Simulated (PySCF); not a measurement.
## OH: energy against distance

Set-up: PySCF, no relativity, basis sets H def2-TZVP, O def2-TZVP. Energies in eV from H + O in their ground configurations at the same level. State: ²Π (doublet), unpaired electrons π ↑.

```tsv
R (Å)	UHF	PW91
0.838	-2.420	-4.020
0.877	-2.717	-4.373
0.916	-2.870	-4.586
0.945	-2.911	-4.673
0.974	-2.902	-4.709
1.003	-2.850	-4.704
1.042	-2.730	-4.646
1.091	-2.515	-4.510
1.149	-2.195	-4.282
1.227	-1.709	-3.912
```

Q: Put a parabola through the three lowest points of the UHF curve and estimate Re, k and ωe (reduced mass 0.9481 u; 1 eV/Å² = 0.16022 mdyn/Å; ωe = 1302.8·√(k/μ) cm⁻¹).

A: Through R = 0.916, 0.945, 0.974 Å the second-order coefficient is 29.7 eV/Å², so Re ≈ 0.954 Å, k ≈ 9.53 mdyn/Å and ωe ≈ 4129 cm⁻¹. A polynomial fit of higher order to the unrounded UHF energies gives Re = 0.953 Å, k = 9.02 mdyn/Å, ωe = 4018 cm⁻¹; anharmonicity and rounding make the difference.

The higher-order fit for each curve: UHF: Re = 0.953 Å, ωe = 4018 cm⁻¹, De = 2.91 eV; PW91: Re = 0.985 Å, ωe = 3591 cm⁻¹, De = 4.71 eV.

The state is the lowest determinant that a PBE0 search found; another state may lie lower at other levels.
